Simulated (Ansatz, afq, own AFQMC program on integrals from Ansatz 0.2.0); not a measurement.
**Where AFQMC and coupled cluster stand for H$_{2}$F, doublet**

```yaml
atoms:
  - { symbol: H, position_ang: [0.0000, 0.0000, -0.9187] }
  - { symbol: H, position_ang: [0.0000, 0.0000, -0.0637] }
  - { symbol: F, position_ang: [0.0000, 0.0000, 0.9823] }
```

Basis cc-pVTZ. Noble-gas cores (and the filled d shells of Ga–Kr and In–Xe) are frozen. Integrals, coupled cluster, full CI and functionals: Ansatz 0.2.0; the random walks run on the same integrals in our own AFQMC program. ph-AFQMC/CISD is guided by a CISD state made of CCSD amplitudes; releasing the constraint for a short imaginary time cuts its bias at the price of noise, slowly where states lie close. Uncertainties: one standard error, sampling alone.

Determinant: UHF, the one that the program's search chose, which needn't be the lowest solution. The geometry is a point of a scan.

No full CI on the walks' own integrals is used here; CCSDT(Q) serves as the reference and is uncertain by about the last step of the cluster series.

Cautions: the released energies are still falling, so no released level is given (meV from the phaseless value at times in 1/Eh: -1.5 ± 2.4 at 0.24, -7.1 ± 1.7 at 0.51, -9 ± 4 at 0.99, -10 ± 4 at 1.62, -18 ± 5 at 2.40), though the last usable value meets CCSDT(Q) within the noise.

* T1 diagnostic: 0.0140
* weight of the determinant in the CISD state: 0.939
* ⟨S²⟩ of the determinant: 0.775
* size of the correlated space: 9 electrons in 57 orbitals

Reference: CCSDT(Q), correlation energy -8.039 eV.

```tsv
level	E − E(reference) (kcal/mol)	share of correlation (%)
HF	185.38	0.00
MP2	9.54	94.86
CCSD	4.92	97.35
CCSD(T)	0.33	99.82
CCSDT	0.21	99.89
ph-AFQMC/CISD	0.25 ± 0.07	99.86
```

A walk keeps the symmetry of its determinant, which the program's search chose and which needn't be the lowest solution, so a lower state of the same spin and another symmetry isn't excluded.
